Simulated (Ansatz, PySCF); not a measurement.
Breaking a bond: CH4S, SMILES CS. The C1–H6 bond (C1 also carries H, H, S; H6 carries nothing else) is varied alone, starting from the PBE0/def2-TZVP optimised geometry.

RKS-PBE = restricted PBE/cc-pVDZ in Ansatz (an electronic-structure program); UKS-PBE = Ansatz with unrestricted PBE/cc-pVDZ; UKS-TPSSh = unrestricted TPSSh/cc-pVDZ run with PySCF; UCCSD(T) = CCSD(T) on UHF/cc-pVDZ, 6 core orbitals frozen (PySCF).

Energies relative to the lowest point of each curve near equilibrium, in kcal/mol; the last columns give the difference from UCCSD(T):

| R / Å | RKS-PBE | UKS-PBE | UKS-TPSSh | UCCSD(T) | RKS-PBE − UCCSD(T) | UKS-PBE − UCCSD(T) | UKS-TPSSh − UCCSD(T) |
|---|---|---|---|---|---|---|---|
| 0.87 | 34.0 | 34.0 | 32.7 | 34.3 | -0.3 | -0.3 | -1.6 |
| 0.92 | 18.9 | 18.9 | 17.9 | 18.9 | -0.1 | -0.1 | -1.1 |
| 0.98 | 7.6 | 7.6 | 6.9 | 7.5 | 0.1 | 0.1 | -0.6 |
| 1.03 | 2.4 | 2.4 | 2.1 | 2.4 | 0.1 | 0.1 | -0.3 |
| 1.06 | 0.8 | 0.8 | 0.6 | 0.7 | 0.1 | 0.1 | -0.1 |
| 1.09 | 0.0 | 0.0 | 0.0 | 0.0 | 0.0 | 0.0 | 0.0 |
| 1.13 | 0.1 | 0.1 | 0.3 | 0.2 | -0.1 | -0.1 | 0.1 |
| 1.15 | 0.5 | 0.5 | 0.8 | 0.7 | -0.2 | -0.2 | 0.2 |
| 1.21 | 3.0 | 3.0 | 3.7 | 3.5 | -0.4 | -0.4 | 0.2 |
| 1.26 | 6.3 | 6.3 | 7.2 | 7.0 | -0.7 | -0.7 | 0.2 |
| 1.34 | 12.7 | 12.7 | 14.1 | 13.9 | -1.1 | -1.1 | 0.2 |
| 1.47 | 25.0 | 25.0 | 27.1 | 26.9 | -1.9 | -1.9 | 0.2 |
| 1.63 | 40.6 | 40.6 | 43.6 | 43.3 | -2.6 | -2.6 | 0.3 |
| 1.81 | 56.9 | 56.9 | 60.9 | 60.5 | -3.6 | -3.6 | 0.4 |
| 1.96 | 68.8 | 68.8 | 73.7 | 72.7 | -3.9 | -3.9 | 1.0 |
| 2.19 | 84.1 | 84.1 | 86.9 | 87.4 | -3.4 | -3.4 | -0.5 |
| 2.38 | 94.2 | 92.3 | 93.3 | 95.7 | -1.5 | -3.4 | -2.4 |
| 2.64 | 105.2 | 98.2 | 98.6 | 101.3 | 3.9 | -3.1 | -2.8 |
| 2.92 | 114.0 | 101.0 | 101.8 | 103.4 | 10.5 | -2.5 | -1.6 |
| 3.24 | 121.1 | 102.3 | 103.8 | 104.2 | 16.9 | -1.9 | -0.4 |
| 3.80 | 128.7 | 103.0 | 105.4 | 104.6 | 24.2 | -1.6 | 0.9 |

RKS-PBE is furthest from UCCSD(T) at 3.80 (24.2 kcal/mol, above); its mean absolute difference over the points is 3.6 kcal/mol.

UKS-PBE is furthest from UCCSD(T) at 1.96 (-3.9 kcal/mol, below); its mean absolute difference over the points is 1.5 kcal/mol.

UKS-TPSSh is furthest from UCCSD(T) at 2.64 (-2.8 kcal/mol, below); its mean absolute difference over the points is 0.7 kcal/mol.

The restricted form behind RKS-PBE keeps the bonding electrons paired and can't separate into open-shell fragments. The unrestricted determinant behind UKS-PBE is spin-contaminated at 2.19 to 3.80 Å (<S²> up to 1.0, against 0.00 for a pure singlet). The unrestricted determinant behind UKS-TPSSh is spin-contaminated at 1.96 to 3.80 Å (<S²> up to 1.0, against 0.00 for a pure singlet). The unrestricted determinant behind UCCSD(T) is spin-contaminated at 1.81 to 3.80 Å (<S²> up to 1.0, against 0.00 for a pure singlet).
